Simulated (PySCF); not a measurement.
Below is a simulated gas-phase C 1s photoelectron spectrum of `C[O+](C)CF`.

Every computed line was given a Gaussian of 0.6 eV full width at half maximum and an area set by the number of equivalent atoms; the highest printed point is 100. The calculation used delta-SCF UKS SCAN, pcX-2 on the ionised atom, pcseg-1 elsewhere, spin-free X2C (PySCF 2.14.0).

binding energy (eV), intensity and a bar:
```
    297.9          0 
    298.0          2 
    298.1          5 #
    298.2         11 ###
    298.3         24 #######
    298.4         43 #############
    298.5         66 ####################
    298.6         88 ##########################
    298.7        100 ##############################
    298.8         97 #############################
    298.9         81 ########################
    299.0         58 #################
    299.1         36 ###########
    299.2         19 ######
    299.3          9 ###
    299.4          3 #
    299.5          1 
    299.6          0 
    299.7          0 
    299.8          0 
    299.9          0 
    300.0          0 
    300.1          0 
    300.2          0 
    300.3          0 
    300.4          1 
    300.5          2 #
    300.6          5 ##
    300.7         11 ###
    300.8         21 ######
    300.9         32 ##########
    301.0         43 #############
    301.1         50 ###############
    301.2         49 ###############
    301.3         42 ############
    301.4         30 #########
    301.5         19 ######
    301.6         10 ###
    301.7          5 #
    301.8          2 #
    301.9          1 
    302.0          0
```

Task: Count the maxima, the lines and the sites behind this envelope.

Result: The curve has 2 maxima (at 298.7 and 301.1 eV). Under it lie 2 lines from 2 inequivalent carbon sites.

Task: Decompose the envelope and assign each component. Numbering: `[CH3:1][O+:2]([CH3:3])[CH2:4][F:5]`.

Result: 
| position (eV) | relative area | line | atoms | environment |
| --- | --- | --- | --- | --- |
| 298.73 | 2 | C 1s | C1/C3 | O-methyl carbon |
| 301.14 | 1 | C 1s | C4 | sp3 C–F carbon |

Task: What are the centre and the root-mean-square width of the whole band?

Result: The area-weighted mean of the lines is 299.54 eV. Their own spread about it is 1.14 eV (rms) and each Gaussian has σ = 0.6/2.355 = 0.25 eV; the variances add, which gives 1.16 eV.

Lowest listed C 1s: C1/C3, bonded to O and 3 H. Highest, 2.41 eV above it: C4, bonded to F, O and 2 H.

The curve has no shake-up lines and no vibrational structure. The first atom of each set that the bonding makes equivalent was ionised and stands for the set. The species carries charge +1, so core ionisation leaves charge +2. The structure is a single PBE0-D3(BJ)/def2-SVP conformer in the gas phase; no vibrational or solvent corrections.

Conformer computed: `[CH3:1][O+:2]([CH3:3])[CH2:4][F:5]`: C1–O2–C4–F5 -69°.
